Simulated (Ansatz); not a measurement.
# C5H10: the cost of one run

The runs use Ansatz 0.2.0, Gaussian basis; functionals in def2-TZVPP, the program's frozen cores in correlated methods.

The runs, in order: PBE-D4, r2SCAN-D4, PBE0-D4, B3LYP-D4, ωB97X-V, ωB97M-V, B2PLYP; CCSD(T)/def2-TZVPP; MP2/def2-QZVPP; extrapolation to the limit.

## Step 1: Structure used throughout

The geometry comes from an earlier relaxation with PBE0-D4 in a triple-zeta def2 set; it is a stationary point, not always the lowest conformer.

SMILES `CC1CCC1`, 15 atoms, charge 0, spin multiplicity 1.

Atoms are counted from 1 here; the program's logs count them from 0.

Bond lengths: C1–C2 1.514 Å, C1–H6 1.094 Å, C1–H7 1.094 Å, C1–H8 1.094 Å, C2–C3 1.546 Å, C2–C5 1.546 Å, C2–H9 1.093 Å, C3–C4 1.541 Å, C3–H10 1.093 Å, C3–H11 1.092 Å, C4–C5 1.541 Å, C4–H12 1.091 Å, C4–H13 1.092 Å, C5–H14 1.093 Å, C5–H15 1.092 Å. Angles: C2–C1–H6 111.2°, C2–C1–H7 111.2°, C2–C1–H8 111.2°, H6–C1–H7 107.6°, H6–C1–H8 107.9°, H7–C1–H8 107.6°, C1–C2–C3 113.7°, C1–C2–C5 113.7°, C1–C2–H9 109.7°, C3–C2–C5 88.2°, C3–C2–H9 115.2°, C5–C2–H9 115.2°, C2–C3–C4 89.0°, C2–C3–H10 116.9°, C2–C3–H11 111.9°, C4–C3–H10 117.7°, C4–C3–H11 111.8°, H10–C3–H11 108.5° and more.

## Step 2: PBE-D4 (GGA)

in.yaml

```yaml
crystal:
  periodic: [false, false, false]
  atoms:
    - {symbol: C, position_ang: [-1.135754, 1.120985, 0.588181]}
    - {symbol: C, position_ang: [-0.455660, -0.231729, 0.577457]}
    - {symbol: C, position_ang: [1.088487, -0.150127, 0.595323]}
    - {symbol: C, position_ang: [1.090029, -0.346850, -0.933005]}
    - {symbol: C, position_ang: [-0.357227, -0.865722, -0.829572]}
    - {symbol: H, position_ang: [-1.018340, 1.614112, 1.557163]}
    - {symbol: H, position_ang: [-0.712219, 1.782635, -0.173786]}
    - {symbol: H, position_ang: [-2.206329, 1.026163, 0.386293]}
    - {symbol: H, position_ang: [-0.897033, -0.871288, 1.346466]}
    - {symbol: H, position_ang: [1.529828, 0.768303, 0.989361]}
    - {symbol: H, position_ang: [1.536148, -1.000275, 1.114357]}
    - {symbol: H, position_ang: [1.837445, -1.021698, -1.352442]}
    - {symbol: H, position_ang: [1.149036, 0.602021, -1.469374]}
    - {symbol: H, position_ang: [-1.074804, -0.520980, -1.577771]}
    - {symbol: H, position_ang: [-0.395406, -1.956353, -0.789350]}
basis:
  gaussian: {orbitals: def2-TZVPP}
hamiltonian: {xc: pbe, dispersion: d4}
output: {forces: true, orbitals: {seedname: orbitals}}
```

Started as:

```
> ansatz run in.yaml --threads 4 --pin off --events-out ev --progress --plain --max-ram 10444MiB
```

What time and memory should one allow on 4 threads of Arm Neoverse V1, shared host?

About 3.5 s, with a peak of 0.39 GiB.
